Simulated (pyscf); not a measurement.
Optimised with ωB97X-D3(BJ)/def2-SVP in PySCF.

### Question
HO–SiH₂–O–SiH₂–OH → O=SiH₂ + HO–SiH₂–OH
Surface: singlet. Broken: H–O, O–Si. Formed: H–O. Give ΔE‡ and ΔE from ωB97M-D3(BJ)/def2-TZVP, relative to the reactant's lowest minimum found.

### Answer
ΔE‡ = 57.5 kcal/mol, ΔE = +75.2 kcal/mol. Zero-point energy shifts the barrier by -2.6 kcal/mol. It is an elimination, with an imaginary mode of 463i cm⁻¹. On the product side the descent ends in an adduct with a O–Si contact, 22.7 kcal/mol under the separated species and 3.2 kcal/mol under the saddle at ωB97X-D3(BJ)/def2-TZVP. At ωB97M-D3(BJ) the saddle lies under the separated products, which points to a path from their complex (located at ωB97X-D3(BJ) alone), and parting the products costs more than the saddle. What is counted as broken (O–Si) persists as a longer contact in the product adduct; parting that adduct is a step of its own. The same reactants have a lower exit, to cyclic H₄O₂Si₂ (SMILES O1[SiH2]O[SiH2]1) + H₂O (barrier +41.9 kcal/mol at ωB97M-D3(BJ)/def2-TZVP, against +57.5 kcal/mol here). This is the saddle that the search found; another between the same sides may lie lower.
